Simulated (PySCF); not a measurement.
Structure problem from calculated spectra and properties.

Formula: C3HFO.

| Property | Result |
| --- | --- |
| UV, first state | lowest singlet excitation: 5.17 eV (240 nm, f = 0.001) [TDDFT CAM-B3LYP/def2-SVPD] |
| Triplet | lowest triplet excitation (Tamm–Dancoff): 4.67 eV [TDA CAM-B3LYP/def2-SVPD] |
| XPS | C1s 292.5, C1s 294.6, C1s 294.7, O1s 538.1, F1s 694.6 eV [ΔSCF SCAN, pcX-2 on the ionised atom, pcseg-1 elsewhere, spin-free X2C] |
| Valence photoelectron | vertical ionisation energy: 10.30 eV [ΔSCF CAM-B3LYP/def2-SVPD] |
| 1H NMR | chemical shifts (computed TMS as zero) by class: 6.86 (1 H) ppm [GIAO KT3/pcSseg-2] |
| UV, strongest line | among the 10 lowest singlet transitions: S9 at 8.74 eV (142 nm, f = 0.318) [TDDFT CAM-B3LYP/def2-SVPD] |
| Dipole | 3.59 D [CAM-B3LYP/def2-SVPD] |
| 13C NMR | chemical shifts (computed TMS as zero) by class: 158.9 (1 C), 135.0 (1 C), 125.8 (1 C) ppm [GIAO KT3/pcSseg-2] |
| Couplings | largest of the computed one-bond spin–spin couplings (means over like bonds): 19F–13C -635.7, 13C–1H +217.0, 17O–13C +34.3, 13C–13C +30.7, 13C–13C +29.0, 13C–13C +22.4 Hz [B3LYP/pcJ-1] |
| Rotational structure | rotational constants A, B, C: 15.601, 3.869, 3.100 GHz [PBE0-D3(BJ)/def2-SVP] |

Electronic properties: PySCF, gas phase, density fitting. Levels stand in brackets. Geometry: PBE0-D3(BJ)/def2-SVP; no solvent, vibrations or thermal averaging. NMR classes are plain means over equivalent atoms (diastereotopic ones count apart unless rotation or inversion swaps them), as if these changed places fast.

**Question.** What is the compound? Reason from the data.

**Answer.** Numbering: `[O:1]=[c:2]1[cH:3][c:4]1[F:5]`. Its formula, C3HFO, gives 3 degrees of unsaturation: 1 ring and 2 π bonds in the structure found (Kekulé form). 3 carbons fall into 3 classes; from least to most shielded: unsaturated ring carbon [C4] (158.9 ppm), ring carbonyl carbon [C2] (135.0 ppm), unsaturated ring CH carbon [C3] (125.8 ppm). The one hydrogen (6.86 ppm): hydrogen on carbon. The couplings run between: -635.7 Hz, fluorine bonded to C [F5] and unsaturated ring carbon [C4]; +217.0 Hz, unsaturated ring CH carbon [C3] and its hydrogen; +34.3 Hz, carbonyl oxygen [O1] and ring carbonyl carbon [C2]; +30.7 Hz, unsaturated ring CH carbon [C3] and unsaturated ring carbon [C4]; +29.0 Hz, ring carbonyl carbon [C2] and unsaturated ring carbon [C4]; +22.4 Hz, ring carbonyl carbon [C2] and unsaturated ring CH carbon [C3]. The core levels belong to: C1s 292.5 eV, unsaturated ring CH carbon [C3]; C1s 294.6 eV, ring carbonyl carbon [C2]; C1s 294.7 eV, unsaturated ring carbon [C4]; O1s 538.1 eV, carbonyl oxygen [O1]; F1s 694.6 eV, fluorine bonded to C [F5]. The hole state at 294.7 eV has ⟨S²⟩ = 0.84 against 0.75, so that value is less sure. The first electron is taken from the HOMO, whose largest Löwdin shares are 0.54 on the carbonyl oxygen, 0.16 on the ring carbonyl carbon, 0.12 on the unsaturated ring carbon and 0.11 on the unsaturated ring CH carbon. The optimised geometry has point group Cs and is an asymmetric top. Structure: `O=c1cc1F`. The assignments are read from this structure; whether some other isomer fits the data as well wasn't checked.
